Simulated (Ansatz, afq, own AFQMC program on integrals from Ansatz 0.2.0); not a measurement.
## Where AFQMC and coupled cluster stand for CH2, singlet

```xyz
3

C     0.0000   -0.1445    0.0532
H     0.0000    1.1627   -1.5493
H     0.0000    0.5587    0.9153
```

Basis cc-pVDZ. Noble-gas cores (and the filled d shells of Ga–Kr and In–Xe) are frozen. Ansatz 0.2.0 and our own AFQMC program on the same integrals; the CISD trial comes from CCSD amplitudes, and released means the phaseless constraint is let go. Uncertainties: one standard error, sampling alone.

Determinant: UHF, the one that the program's search chose, which needn't be the lowest solution. The geometry is a point of a scan.

Full CI on the same integrals is exact in this basis and with this determinant's frozen core.

Cautions: an unrestricted solution with more broken spin lies lower (175 meV, ⟨S²⟩ 1.20); strong correlation (T1 0.100, weight of the determinant 0.72, largest double 0.25); unrestricted determinant spin contaminated (⟨S²⟩ 0.79 against 0.00); the released energies move by 1.5 errors or more from one time to the next, so no released level is given (meV from the phaseless value at times in 1/Eh: -12 ± 4 at 0.24, -19 ± 5 at 0.51, -19 ± 4 at 0.99, -17 ± 4 at 1.62, -35 ± 4 at 2.40).

* T1 diagnostic: 0.1004
* weight of the determinant in the CISD state: 0.717
* ⟨S²⟩ of the determinant: 0.789
* size of the correlated space: 6 electrons in 23 orbitals

| level | correlation energy (eV) |
| --- | --- |
| MP2 | -2.3335 |
| CCSD | -3.4806 |
| CCSD(T) | -3.6536 |

(1) Estimate where full CI lies against CCSD(T) on the same integrals.

(1) 3.83 mEh below CCSD(T).

Reference: full CI, correlation energy -3.758 eV. The cautions show a poor starting determinant, so the rows tell how each method copes with it here, and full CI is the sure value.

```csv
level,E − E(reference) (mEh),share of correlation (%)
CCSD(T),3.83,97.23
CCSDT,0.39,99.72
CCSDT(Q),-0.10,100.07
CCSDTQ,0.02,99.99
ph-AFQMC/HF,0.59 ± 0.80,99.57
ph-AFQMC/CISD,0.71 ± 0.17,99.48
```

CCSDT and higher add their correlation energy to the determinant of the CCSD(T) run, since their own runs factorise the integrals more tightly (a shift of under 2 meV). A walk keeps the symmetry of its determinant, which the program's search chose and which needn't be the lowest solution, so a lower state of the same spin and another symmetry isn't excluded.
